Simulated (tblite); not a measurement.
Species: C4H10P2.
SMILES with atom numbers: `[CH3:1]/[CH:2]=[P:3]/[CH2:4][CH2:5][PH2:6]` (hydrogens: H7, H8, H9 on C1; H10 on C2; H11, H12 on C4; H13, H14 on C5; H15, H16 on P6)

The geometry is computed with GFN2-xTB (gas phase).

(1) List the bond lengths, angles and torsions at this level.

## Answers

(1) 
```tsv
bond	length (bohr)	order
C1–C2	2.814	single
C2=P3	3.163	double
P3–C4	3.530	single
C4–C5	2.885	single
C5–P6	3.514	single
C1–H7, C1–H8, C1–H9	2.060	single
C2–H10	2.049	single
C4–H11, C4–H12	2.066	single
C5–H13, C5–H14	2.068	single
P6–H15, P6–H16	2.642	single
```

Bonds in one row agree within 0.02 bohr and their mean is given. Orders are formal, as drawn. A selection of angles:
```tsv
angle	degrees
C2–C1–H7	111.0
C2–C1–H9	110.3
H7–C1–H8	108.9
H8–C1–H9	107.3
C1–C2–P3	123.1
C1–C2–H10	115.9
P3–C2–H10	121.0
C2–P3–C4	101.3
P3–C4–C5	107.4
P3–C4–H11	107.7
P3–C4–H12	111.7
C5–C4–H11	109.7
C5–C4–H12	112.2
H11–C4–H12	108.1
C4–C5–P6	107.7
C4–C5–H13	112.3
C4–C5–H14	110.0
P6–C5–H13	111.5
P6–C5–H14	107.0
H13–C5–H14	108.3
C5–P6–H15	95.8
H15–P6–H16	92.1
```

Dihedral angles: C1–C2–P3–C4 -179° (antiperiplanar); C2–P3–C4–C5 96° (anticlinal); P3–C4–C5–P6 32° (synclinal). The mirror-image conformer, all signs reversed, is as good.

P6 (phosphine phosphorus) is pyramidal (angles 95.8°, 95.5° and 92.1°, sum 283.4°, 0.81 Å off the plane of its three neighbours). Of the pairs four or more bonds apart, H10···H12 is among the closest relative to their van der Waals radii: 2.36 Å, 98 % of the sum of Bondi's values. The C–P distances run from 1.674 Å (C2=P3, drawn double) to 1.868 Å (P3–C4, drawn single), a spread of 0.194 Å. The C–C distances run from 1.489 Å (C1–C2, drawn single) to 1.527 Å (C4–C5, drawn single), a spread of 0.038 Å. P3 (phosphorus bonded to 2 C) is bent (angle 101.3°).

Point group: C1 (no symmetry element, even within 0.4 Å). Its GFN2-xTB frequencies are all real (lowest 48 cm⁻¹). One conformer, not necessarily the lowest (C2–P3–C4–C5 96°, P3–C4–C5–P6 32°, C4–C5–P6–H 159° and 66°). 3 starts were optimised and ended at 0.00, 1.51 and 2.13 kcal/mol (GFN2-xTB); the lowest of these is shown.

On Arm Neoverse V1, one thread, shared host with 32 logical CPUs at a one-minute load of 19, this took 1.5 s. This is the geometry optimisation.
